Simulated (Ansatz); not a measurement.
The cluster Li₂O, relaxed as a triplet with UKS r2SCAN-D4/def2-TZVP in Ansatz, starting from the r2SCAN-D4/def2-TZVP geometry of the neutral singlet. Force threshold 0.02 eV/Å.

At r2SCAN-D4/def2-TZVP a singlet of charge 0 lies 2.07 eV below the triplet, each at its own geometry. The structure comes from a short search, and lower isomers may exist.

Start:

Cartesian coordinates in Å:
```
Li -0.899 0.347 1.297
Li 0.901 -0.346 -1.296
O -0.002 -0.001 -0.001
```

(1) Estimate the energy that the relaxation releases and the steps that it takes.

(2) Does the start keep its bonding and symmetry?

(3) Predict the relaxed structure.

## Answers

(1) 8.4 kcal/mol, in 15 steps; 18 s on 4 threads of Arm Neoverse V2 on a shared host. The force fell under the threshold at step 4, but the optimiser went on and released 0.091 eV more. No frequencies were taken in this run, so the end may be a saddle point.

(2) By distances, no bond broke or formed. The bond that changes most is Li2–O3, from 1.62 to 1.79 Å (atoms count from 1). Point group D∞h at the start, C2v at the end, both within 0.05 Å.

(3) 
```xyz
3

Li   -0.4707    0.4483    1.2845
Li    1.0769   -0.1468   -0.9441
O    -0.6062   -0.3016   -0.3404
```
Bond lengths (bridged metal pairs left out): 2 × Li–O 1.79 Å.
